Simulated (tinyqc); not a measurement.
Inside a calculation. Method: Hueckel theory of the pi electrons, for the molecule Fc1ccsc1 (SMILES; centres numbered as the heavy atoms are written). One step of it, computed by the program tinyqc.

Problem. Orbitals. Diagonalise; E = alpha + x beta with beta < 0, so the largest x are filled first; degenerate levels share their electrons. P = sum n_i c_ri c_si; each orbital has its largest coefficient positive (the first on a tie).

Hueckel matrix in units of beta (H = alpha + beta A), order 1F, 2C, 3C, 4C, 5S, 6C:
$$\begin{pmatrix}
3.000000 & 0.700000 & 0.000000 & 0.000000 & 0.000000 & 0.000000 \\
0.700000 & 0.000000 & 1.000000 & 0.000000 & 0.000000 & 1.000000 \\
0.000000 & 1.000000 & 0.000000 & 1.000000 & 0.000000 & 0.000000 \\
0.000000 & 0.000000 & 1.000000 & 0.000000 & 0.650000 & 0.000000 \\
0.000000 & 0.000000 & 0.000000 & 0.650000 & 1.000000 & 0.650000 \\
0.000000 & 1.000000 & 0.000000 & 0.000000 & 0.650000 & 0.000000
\end{pmatrix}$$

pi electrons, sum of z_r less the charge = 8

Give: x values; occupations; coefficients; charge and bond-order matrix P.

Solution.

x values: [3.1962, 1.8820, 0.9503, 0.5870, -0.9580, -1.6574]

occupations: [2.0000, 2.0000, 2.0000, 2.0000, 0.0000, 0.0000]

coefficients, order 1F, 2C, 3C, 4C, 5S, 6C:
$$\begin{pmatrix}
0.9531 & -0.2129 & 0.1457 & -0.1177 & 0.0508 & -0.0931 \\
0.2671 & 0.3401 & -0.4267 & 0.4056 & -0.2873 & 0.6196 \\
0.0953 & 0.4035 & -0.5403 & -0.3017 & -0.3200 & -0.5855 \\
0.0376 & 0.4192 & -0.0867 & -0.5827 & 0.5938 & 0.3508 \\
0.0382 & 0.5931 & 0.7044 & -0.0621 & -0.3829 & 0.0062 \\
0.0913 & 0.3856 & 0.0328 & 0.6222 & 0.5597 & -0.3763
\end{pmatrix}$$

charge and bond-order matrix P, order 1F, 2C, 3C, 4C, 5S, 6C:
$$\begin{pmatrix}
1.9775 & 0.1446 & -0.0765 & 0.0050 & 0.0401 & -0.1269 \\
0.1446 & 1.0672 & 0.5416 & -0.0935 & -0.2277 & 0.7878 \\
-0.0765 & 0.5416 & 1.1096 & 0.7908 & -0.2378 & -0.0824 \\
0.0050 & -0.0935 & 0.7908 & 1.0486 & 0.4504 & -0.4007 \\
0.0401 & -0.2277 & -0.2378 & 0.4504 & 1.7067 & 0.4333 \\
-0.1269 & 0.7878 & -0.0824 & -0.4007 & 0.4333 & 1.0904
\end{pmatrix}$$
